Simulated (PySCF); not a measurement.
## butyronitrile (CCCC#N, C4H7N)

Geometry (Å), atoms numbered from 1 in this order:
```xyz
12

C    -1.274   -0.593   -0.370
C    -0.439    0.259    0.567
C     0.959    0.558    0.020
C     1.747   -0.648   -0.182
N     2.352   -1.614   -0.331
H    -2.256   -0.797    0.059
H    -1.426   -0.091   -1.330
H    -0.789   -1.552   -0.568
H    -0.339   -0.235    1.538
H    -0.932    1.217    0.750
H     1.509    1.213    0.700
H     0.888    1.080   -0.940
```

Computed, not measured: TDDFT CAM-B3LYP/def2-TZVPD excited states, vertical, gas phase (PySCF 2.14.0). Geometry: PBE0-D3(BJ)/def2-TZVP.

**Question.** How strongly do the lowest singlets absorb one photon, and two photons of half the energy?

**Answer.** δ for parallel linear polarisation; σ at the peak of a Lorentzian of half width 0.1 eV, single beam; Ω is circular over linear.
```tsv
state	E (eV)	f	photon λ (nm)	δ (au)	σ (GM)	Ω	main
S1	7.70	0.000	322	0.24	0.01	1.00	HOMO→LUMO+5 0.31, HOMO−1→LUMO+4 0.16
S2	8.01	0.006	309	4.09	0.10	0.16	HOMO→LUMO+5 0.16, HOMO−1→LUMO 0.15
S3	8.05	0.001	308	1.86	0.04	1.19	HOMO−1→LUMO+4 0.24, HOMO→LUMO+4 0.18
S4	8.55	0.005	290	11.7	0.32	0.81	HOMO→LUMO 0.45, HOMO→LUMO+3 0.12
S5	8.59	0.016	289	31.3	0.85	0.14	HOMO−1→LUMO 0.49, HOMO→LUMO 0.13
S6	9.01	0.004	275	18.5	0.55	1.49	HOMO−2→LUMO 0.83
```

Among these, the strongest one-photon state is S5, the strongest two-photon state S5, with a dipole change of 3.9 D (relaxed, norm of the difference vector).
